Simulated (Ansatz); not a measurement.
A run for Ansatz (a program for electronic structure): R-CCSD(T)/aug-cc-pVQZ on CH4 (SMILES C).

Ansatz 0.2 input:
```yaml
crystal:
  periodic: [false, false, false]
  atoms:
    - {symbol: C, position_ang: [0.00000000, -0.00014000, 1.85916100]}
    - {symbol: H, position_ang: [-0.88855100, 0.51306000, 1.49468500]}
    - {symbol: H, position_ang: [0.88855100, 0.51306000, 1.49468500]}
    - {symbol: H, position_ang: [0.00000000, -1.02633900, 1.49486800]}
    - {symbol: H, position_ang: [0.00000000, 0.00008900, 2.94828400]}
basis:
  gaussian:
    orbitals: aug-cc-pVQZ
magnetization: {spin_polarized: false}
correlation: {method: ccsd_t, electrons: outside_noble_gas}
scf: {lower_state_search: off}
```

The head of its log:

```
WARN ansatz: RAYON_NUM_THREADS=1 ignored (pool sized by the plan → 1); use --threads N
Functional definition: HF
these checks for a lower state are left out or cut short: stability, starts, cluster_reference, orbital_swaps, neighbouring_geometries, increment
integrals: 1.90 GiB planned
1535 factors; integrals over basis functions are off by at most 5.6e-4 eV
mean field: 0.84 GiB planned
mean field evaluation 1: about -1092.8817 eV, gradient 2.5e1 eV
mean field evaluation 2: about -1092.8814 eV, gradient 2.5e1 eV
mean field evaluation 4: about -1094.3260 eV, gradient 1.6e0 eV
mean field evaluation 8: about -1094.3385 eV, gradient 2.4e-4 eV
mean field -1094.33849713 eV, -40.2161980001 hartree, gradient 9.9e-7 eV, S^2 0.000000; 0 other end points of the search recorded, 0 dependent functions left out
1 core orbitals not correlated
reference -1094.33849713 eV, -40.2161980001 hartree; 4, 4 occupied and 259, 259 virtual orbitals, 1535 factors
```

Q: Predict the final total energy.

A: -40.4517 hartree (reference determinant -40.2162, T1 diagnostic 0.008).
